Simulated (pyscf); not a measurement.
Single points on ωB97X-D3(BJ)/def2-SVP structures (PySCF, gas phase). Correlated levels are frozen-core, on RHF or UHF. ΔMP2 is the change of the MP2 total energy from the triple- to the quadruple-zeta basis.

### Question
For the elementary gas-phase step F–BH–F + H₂O → HF + HO–BH–F (singlet surface; B–F, H–O broken, F–H, B–O formed), what barrier and reaction energy does CCSD(T)/def2-TZVPP + ΔMP2(QZVPP) give, measured from the separated reactants?

### Answer
ΔE‡ = 76.1 kJ/mol, ΔE = +10.1 kJ/mol. Zero-point energy shifts the barrier by +3.7 kJ/mol. It is a four-centre exchange, with an imaginary mode of 975i cm⁻¹. On the reactant side the descent ends in an adduct with a B–O contact, 33.6 kJ/mol under the separated species and 100.6 kJ/mol under the saddle at ωB97X-D3(BJ)/def2-TZVP. On the product side the descent ends in a complex, 19.4 kJ/mol under the separated species and 75.7 kJ/mol under the saddle at ωB97X-D3(BJ)/def2-TZVP. What is counted as formed (B–O) is already present as a longer contact in the reactant adduct; forming that adduct is a step of its own. At ωB97X-D3(BJ) the barrier from the zero used here is 67.0 kJ/mol. One saddle was located; it need not be the lowest between these sides. The CCSD(T) − MP2 part came from Ansatz, without density fitting, on the same reference.
